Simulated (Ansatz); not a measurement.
## [Br···H···GeH3], doublet: the ladder up to UCCSDT(Q)

Geometry: a point of a hydrogen-transfer path between rigid fragments, not a stationary point.

```tsv
atom	x (Å)	y (Å)	z (Å)
Br	-1.8685	0.0000	0.0000
H	-0.0735	0.0000	0.0000
Ge	1.9555	0.0000	0.0000
H	2.4241	-1.4659	0.0000
H	2.4241	0.7330	-1.2695
H	2.4241	0.7330	1.2695
```

Basis cc-pVDZ; Ansatz 0.2.0. Correlated methods freeze the noble-gas cores and the filled d shells of p-block atoms, which leaves 15 electrons in 46 orbitals. R marks a restricted (for open shells ROHF) determinant, U an unrestricted one. Active spaces: pair = (3e, 3o) about the gap; valence = (15e, 12o) chosen from the atoms' valence shells. No spin–orbit coupling is included, and no scalar relativity.

Full CI isn't at hand for all of this; UCCSDT(Q) serves as the reference, and is uncertain by about the last step of the cluster series. The frozen core follows each run's orbitals, which can shift R against U totals by a few meV for light atoms and by up to 0.1 eV past Ca.

```
UHF ⟨S²⟩                          : 0.811
T1 diagnostic (RCCSD)             : 0.0194
largest doubles amplitude (RCCSD) : 0.071
T1 diagnostic (UCCSD)             : 0.0170
```

```csv
level,E − E(RHF) (eV)
UHF,-0.2411
UMP2,-6.2123
UCCSD,-7.3918
UCCSD(T),-7.5313
```

(1) Estimate how far UCCSDT(Q) in cc-pVDZ lies from UCCSD(T). The table doesn't fix it; the size of (T) and the diagnostics are the guide.

(1) UCCSDT(Q) in cc-pVDZ lies 1.43 mEh below UCCSD(T), which is 28 % of the (T) step (-5.12 mEh). The diagnostics give no warning, yet the rest is a sizeable part of (T).

The other levels:

```
 level  E − E(UCCSDT(Q)) (mEh)  share of correlation (%)  wall time
UCCSDT                    0.38                     99.86          –
```

The correlation energy at UCCSDT(Q), counted from RHF, is -7.570 eV. That run took 12 s on 2 threads of AMD EPYC 7R13 with a shared H100 80 GB, shared host.

Run but not shown, since their state or frozen core can't be matched to the reference's or they repeat it: RHF, RMP2, CISD, RCCSD, RCCSD(T), BCCD(T), RCCSDT, RCCSDT(Q), CASSCF (pair space), NEVPT2 (pair space), MRCISD (pair space), MRCISD+Q (pair space), CASSCF (valence space), NEVPT2 (valence space), MRCISD (valence space), MRCISD+Q (valence space).

Times hold each run's SCF and search for its determinant on a shared host, so for small cases they say little of a method's own cost; they ran on 1 thread of AMD EPYC 7R13.

Natural occupations of CASSCF (valence space) about the gap: 1.984 1.971 1.971 1.946 1.004 0.056 0.028 0.020 0.020; effectively unpaired electrons, Σ n²(2−n)², 1.04.
